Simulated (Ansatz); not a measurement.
# C3H4FN: a ladder of functionals and wavefunction methods

One table from this session's results is given with a row withheld; the runs are named, their logs left out.

Method: functionals in def2-TZVPP, the program's frozen cores in correlated methods; program: Ansatz 0.2.0, Gaussian basis.

Levels to be run: LDA (SPW92), PBE-D4, revPBE-D4, BLYP-D4, r2SCAN-D4, B97M-V, PBE0-D4, B3LYP-D4, r2SCANh-D4, r2SCAN0-D4, HSE06-D4, BHLYP-D4, CAM-B3LYP-D4, LC-ωPBE, ωB97X-V, ωB97M-V, B2PLYP, PBE-QIDH; CCSD(T)/def2-SVP; CCSD(T)/def2-TZVPP; MP2/def2-QZVPP; extrapolation to the limit; RPA on PBE.

**Structure used throughout**

The geometry comes from an earlier relaxation with PBE0-D4 in a triple-zeta def2 set; it is a stationary point, not always the lowest conformer.

9 atoms, charge 0, spin multiplicity 1.

Atoms are counted from 1 here; the program's logs count them from 0.

Bond lengths: C1–C2 1.301 Å, C1–H6 1.088 Å, C1–H7 1.089 Å, C2–C3 1.306 Å, C3–N4 1.383 Å, C3–F5 1.344 Å, N4–H8 1.012 Å, N4–H9 1.008 Å. Angles: C2–C1–H6 121.8°, C2–C1–H7 121.8°, H6–C1–H7 116.4°, C1–C2–C3 176.3°, C2–C3–N4 128.5°, C2–C3–F5 120.5°, N4–C3–F5 110.9°, C3–N4–H8 113.0°, C3–N4–H9 112.6°, H8–N4–H9 111.5°.

The first run:

Input file in.yaml:

```yaml
crystal:
  periodic: [false, false, false]
  atoms:
    - {symbol: C, position_ang: [-0.342349, 1.405457, -1.193901]}
    - {symbol: C, position_ang: [0.123579, 0.531980, -0.350076]}
    - {symbol: C, position_ang: [0.586188, -0.402055, 0.436020]}
    - {symbol: N, position_ang: [-0.053991, -1.541668, 0.888064]}
    - {symbol: F, position_ang: [1.857444, -0.361737, 0.868983]}
    - {symbol: H, position_ang: [-0.760054, 2.355034, -0.865465]}
    - {symbol: H, position_ang: [-0.328552, 1.229357, -2.268145]}
    - {symbol: H, position_ang: [0.017718, -1.664261, 1.890251]}
    - {symbol: H, position_ang: [-1.011585, -1.598307, 0.577169]}
basis:
  gaussian: {orbitals: def2-TZVPP}
hamiltonian: {xc: lda}
output: {orbitals: {seedname: orbitals}}
```

Launch:

```sh
ansatz run in.yaml --threads 2 --pin off --events-out ev --progress --plain --max-ram 4352MiB
```

Among the steps run: LDA; PBE-D4 (GGA); revPBE-D4 (GGA); BLYP-D4 (GGA); r2SCAN-D4 (meta-GGA); B97M-V (meta-GGA); B3LYP-D4 (hybrid); r2SCANh-D4 (hybrid); r2SCAN0-D4 (hybrid); HSE06-D4 (hybrid); BHLYP-D4 (hybrid); CAM-B3LYP-D4 (range-separated); LC-ωPBE (range-separated); ωB97X-V (range-separated); ωB97M-V (range-separated); B2PLYP (double hybrid); PBE-QIDH (double hybrid).

One table of the session follows, with a row left open; its other results are not shown here.

It belongs to the step «Frontier levels by functional». 

```
  functional  HOMO (eV)  gap (eV)
 LDA (SPW92)      -5.27      3.63
      PBE-D4      -5.11      3.75
   revPBE-D4      -5.05      3.79
     BLYP-D4      -5.01      3.78
   r2SCAN-D4      -5.32      4.18
      B97M-V      -5.39      4.37
     PBE0-D4      -6.34      5.99
    B3LYP-D4      -6.15      5.57
  r2SCANh-D4          ?         ?
  r2SCAN0-D4      -6.48      6.26
    HSE06-D4      -5.94      5.21
    BHLYP-D4      -7.48      8.26
CAM-B3LYP-D4      -7.69      8.49
     LC-ωPBE      -9.00     11.00
     ωB97X-V      -8.64     10.57
     ωB97M-V      -8.54     10.34
```

Estimate the missing values for r2SCANh-D4.

Worked estimate for «HOMO (eV)». Against the share of exact exchange, r2SCAN-D4 (0, -5.32), r2SCAN0-D4 (0.25, -6.48) give a slope of -4.64 per unit share; at 0.1 the line stands at -5.78.

As computed: HOMO (eV): -5.78; gap (eV): 5.01. In «HOMO (eV)» the line misses by 0.00.
